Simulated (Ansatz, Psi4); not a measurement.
## SO2 (SMILES O=S=O): the vertical ionisation energy from total energies

SO2 has 3 atoms, charge 0, and is taken as a singlet. SMILES: `O=S=O`. Geometry: relaxed at PBE0-D4/def2-TZVP.

```xyz
3

O    -0.9744    0.6459   -0.4595
S     0.2695    0.3574    0.1868
O     0.7049   -1.0033    0.2727
```

Both states at this one shape; open shells run unrestricted unless said. 1 Eh = 27.2114 eV.

| level | program | singlet SO2 (Eh) | doublet [SO2]+ (Eh) |
| --- | --- | --- | --- |
| BLYP/STO-3G | Ansatz | -541.868192 | -541.599761 |
| M06-L/def2-TZVPP | Psi4 | -548.684747 | -548.242497 |

Task: Work out the vertical ionisation energy at each level.

Result: 
1. BLYP/STO-3G: -541.599761 − (-541.868192) = 0.268431 Eh = 7.30 eV; against experiment -5.20 eV.
2. M06-L/def2-TZVPP: -548.242497 − (-548.684747) = 0.442250 Eh = 12.03 eV; against experiment -0.47 eV.

The measured vertical value is 12.50 eV (NIST CCCBDB). Minimal sets are far from the basis-set limit.
